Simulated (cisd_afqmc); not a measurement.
Input (AFQMC/CISD/aug-cc-pVDZ; cisd_afqmc is a phaseless AFQMC code with CISD trial states that reads the integrals written by Ansatz):

Ansatz 0.2 input:
```python
import cisd_afqmc

open("ham.yaml", "w").write("""\
crystal:
  periodic: [false, false, false]
  atoms:
    - {symbol: C, position_ang: [0.00000058, -0.00000034, -0.76309175]}
    - {symbol: C, position_ang: [-0.00000058, 0.00000034, 0.76309175]}
    - {symbol: H, position_ang: [0.00090349, -1.01606724, 1.15831038]}
    - {symbol: H, position_ang: [-0.87948742, -0.50881758, -1.15831037]}
    - {symbol: H, position_ang: [-0.88039354, 0.50725118, 1.15830904]}
    - {symbol: H, position_ang: [0.87948742, 0.50881758, 1.15831037]}
    - {symbol: H, position_ang: [-0.00090349, 1.01606724, -1.15831038]}
    - {symbol: H, position_ang: [0.88039354, -0.50725118, -1.15830904]}
basis:
  gaussian:
    orbitals: aug-cc-pVDZ
magnetization: {spin_polarized: false}
correlation: {method: ccsd, electrons: outside_noble_gas, hamiltonian_folder: ham}
""")
rep = cisd_afqmc.ansatz("ham.yaml")
e_ccsd = rep["correlation"]["coupled_cluster"]["energy"]["hartree"]
out = cisd_afqmc.run("ham", e_ccsd, trial="CISD", walkers=100, populations=8, threads=8, dt=0.005, steps=40, early=24, settle=10, least=32,
    cut=5e-5, rank_cut=2e-4, target=0.0004, seconds=1500, seed=1, memory=17280, gpu=False)
```

Output:

```
orbitals 98, occupied [7], factors 626 of 978, rank of the doubles 195 of 637
E(HF) = -79.237270
E(CCSD) on the cut factors = -79.587274, shift to the whole factors -0.000018
Energy of the trial state on the determinant = -79.587222
  tau behind 7.2 of longer steps, mean of the populations' last blocks
   2.0  -79.59799
   4.0  -79.59800
   6.0  -79.59964
   8.0  -79.59700
blocks 318 (0 outliers left out), error by blocks joined: 1: 0.00021, 2: 0.00027, 4: 0.00033, 8: 0.00039, 16: 0.00037
E(AFQMC/CISD) = -79.59808 +/- 0.00039
```
